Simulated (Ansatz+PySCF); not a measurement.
Values are calculated unless marked as measured or tabulated.
Input for PySCF 2.14.0:

```python
from pyscf import gto, scf, mp

mol = gto.M(atom="""
C 0.000000 0.004000 -0.668330
C 0.000000 -0.004000 0.668330
C 0.000000 1.225480 -1.527150
C 0.000000 -1.225480 1.527150
H 0.000000 -0.961150 -1.193910
H 0.000000 0.961150 1.193910
H 0.000000 2.146080 -0.924440
H 0.883080 1.251530 -2.188120
H -0.883080 1.251530 -2.188120
H 0.000000 -2.146080 0.924440
H 0.883080 -1.251530 2.188120
H -0.883080 -1.251530 2.188120
""", basis='def2-svp', charge=0, spin=0)
mf = scf.UHF(mol)
mf.kernel()
pt = mp.MP2(mf, frozen=4).run()
print(mf.e_tot, pt.e_corr, pt.e_tot)
```

The script is written out from the run's settings.

Results

```
Converged          : yes
Reference energy   : -156.00036 hartree
Correlation energy : -0.56125 hartree
Total energy       : -156.56161 hartree
```
